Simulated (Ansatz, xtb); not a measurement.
H4P2: which of two isomers lies lower

We compare X, `[PH-][PH3+]`, a singlet, with Y, `PP`, a singlet. Both are isolated molecules in the gas phase, relaxed with r2SCAN-D4/def2-TZVP; the shapes shown needn't be the lowest conformers.

X (Å):

```json
{"atom": "P", "x (Å)": "-0.8779", "y (Å)": "0.1584", "z (Å)": "-0.6215"}
{"atom": "P", "x (Å)": "0.7525", "y (Å)": "-1.1002", "z (Å)": "-0.7466"}
{"atom": "H", "x (Å)": "1.5025", "y (Å)": "-0.1606", "z (Å)": "0.0210"}
{"atom": "H", "x (Å)": "-1.4990", "y (Å)": "0.4899", "z (Å)": "0.6151"}
{"atom": "H", "x (Å)": "-1.9696", "y (Å)": "-0.4069", "z (Å)": "-1.3027"}
{"atom": "H", "x (Å)": "-0.8832", "y (Å)": "1.4663", "z (Å)": "-1.1822"}
```

Y (Å):

```xyz
6

P     0.7727    0.5818   -0.1510
P    -1.3645    0.0337    0.2156
H     0.4448    1.5332   -1.1568
H    -1.0375   -0.9163    1.2230
H    -1.5497    1.0586    1.1849
H     0.9580   -0.4415   -1.1219
```

Estimate which is lower in electronic energy at CCSD(T)/def2-TZVPP, and by roughly how much.

The CCSD(T)/def2-TZVPP calculation puts structure Y lower, by 100.3 kJ/mol.

How the difference moves with the method:

```csv
level,geometry,E(Y) − E(X) (kJ/mol),departure from the last row (kJ/mol),"job, with rough time for the two"
GFN2-xTB,GFN2-xTB,−105.8,−5.5,"optimisation, 0.13 s"
HF/STO-3G,GFN2-xTB,−315.1,−214.7,"single point, 0.16 s"
r2SCAN-D4/def2-SVP,GFN2-xTB,−104.6,−4.3,"single point, 1.5 s"
r2SCAN-D4/def2-TZVP,r2SCAN-D4/def2-TZVP,−90.9,+9.4,"optimisation, 14 s"
HF/def2-TZVPP,r2SCAN-D4/def2-TZVP,−101.9,−1.6,part of the CCSD(T) run
MP2/def2-TZVPP,r2SCAN-D4/def2-TZVP,−91.9,+8.4,part of the CCSD(T) run
CCSD(T)/def2-TZVPP,r2SCAN-D4/def2-TZVP,−100.3,,"single point, 11 s"
```

As drawn, both hold the same kinds of bond in the same numbers.

The levels shown agree on the order. The largest departure from CCSD(T)/def2-TZVPP is that of HF/STO-3G, 214.7 kJ/mol.

With harmonic frequencies from r2SCAN-D4/def2-TZVP (ideal gas, rigid rotor, one conformer each, 200 K, 1 atm): the zero-point term adds −2.1 kJ/mol; ΔH is −101.7 and ΔG −102.7 kJ/mol.

The correlated steps freeze 10 core orbitals. Run with Ansatz 0.2.0, xtb 6.7.1; the last row on 2 threads of Arm Neoverse V2 on a shared host.
